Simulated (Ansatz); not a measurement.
Ansatz (a quantum-chemistry and plane-wave program) input:

Ansatz 0.2 input:
```yaml
crystal:
  periodic: [false, false, false]
  atoms:
    - {symbol: H, position_ang: [0.02052304, 0.05589807, 2.11750821]}
    - {symbol: N, position_ang: [0.01077974, 0.06690251, 1.11378704]}
    - {symbol: C, position_ang: [0.00317751, 1.25279840, 0.37969427]}
    - {symbol: C, position_ang: [0.00382693, -1.08826299, 0.34906554]}
    - {symbol: C, position_ang: [-0.00941279, 0.75716324, -0.93856272]}
    - {symbol: C, position_ang: [-0.00908496, -0.67184965, -0.96432736]}
    - {symbol: H, position_ang: [0.00842667, -2.07957621, 0.78181971]}
    - {symbol: H, position_ang: [-0.01825489, 1.38383848, -1.82374512]}
    - {symbol: H, position_ang: [-0.01719313, -1.32757185, -1.82731044]}
basis:
  gaussian:
    orbitals: 6-31G*
total_charge: -1
magnetization: {spin_polarized: false}
correlation: {method: ccsd_t, electrons: outside_noble_gas}
```

Predict the final energy.

-208.86355 Eh (CCSD(T)/6-31G*).

It need not be the lowest isomer of its formula. Whether it binds its extra electron was not tested at this geometry.
